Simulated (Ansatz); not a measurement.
**CHFO (formyl fluoride): from total energies to a heat of formation**

CHFO has 4 atoms, charge 0, and is taken as a singlet. As SMILES, `O=CF`. Geometry: relaxed at PBE0-D4/def2-TZVP.

Total energies at PBE0/def2-TZVPP (Ansatz 0.2.0); the atoms run unrestricted:

| species | state | energy (Eh) |
| --- | --- | --- |
| CHFO | singlet | -213.643866 |
| O | triplet | -75.018601 |
| C | triplet | -37.805374 |
| F | doublet | -99.676176 |
| H | doublet | -0.501036 |

Harmonic wavenumbers at PBE0-D4/def2-TZVP, in cm⁻¹: 677, 1044, 1110, 1371, 1921, 3095.

Measured heats of formation of the gaseous atoms at 298.15 K, in kJ/mol: O 249.2, C 716.9, F 79.4, H 218.0. Spin-orbit lowering of the atoms at 298 K (mean of the ground term's levels less their thermal mean, from spectra), in kJ/mol: O 0.40, C 0.02, F 1.29. Take 1 Eh = 2625.50 kJ/mol, 1 cm⁻¹ = 0.0119627 kJ/mol, RT = 2.479 kJ/mol.

**Question.** What heat of formation follows?

**Answer.** 
1. Electronic atomisation energy: (-75.018601) + (-37.805374) + (-99.676176) + (-0.501036) − (-213.643866) = 0.642679 Eh = 1687.4 kJ/mol.
2. Zero-point energy: half the sum of the wavenumbers, 4609 cm⁻¹ = 55.1 kJ/mol.
3. Thermal vibrational enthalpy, Σ hcν̃/(exp(hcν̃/kT) − 1): 0.5 kJ/mol. Translation, rotation and pV of a non-linear molecule: 4 RT = 9.9 kJ/mol.
4. The 4 free atoms carry 5/2 RT each: 24.8 kJ/mol.
5. Spin-orbit coupling lowers the free atoms by 0.40 + 0.02 + 1.29 = 1.7 kJ/mol.
6. Atomisation enthalpy at 298 K: 1687.4 − 1.7 − 55.1 − 0.5 − 9.9 + 24.8 = 1645.0 kJ/mol.
7. Sum of the atoms' heats of formation: 1263.5 kJ/mol. Heat of formation: 1263.5 − 1645.0 = -381.5 kJ/mol.

The tabulated value is -382.5 kJ/mol (Active Thermochemical Tables), so this level is off by +1.0 kJ/mol, or 0.1 % of the atomisation enthalpy that the table implies (1646.0 kJ/mol). Anharmonicity and any spin-orbit splitting of the molecule are left out.
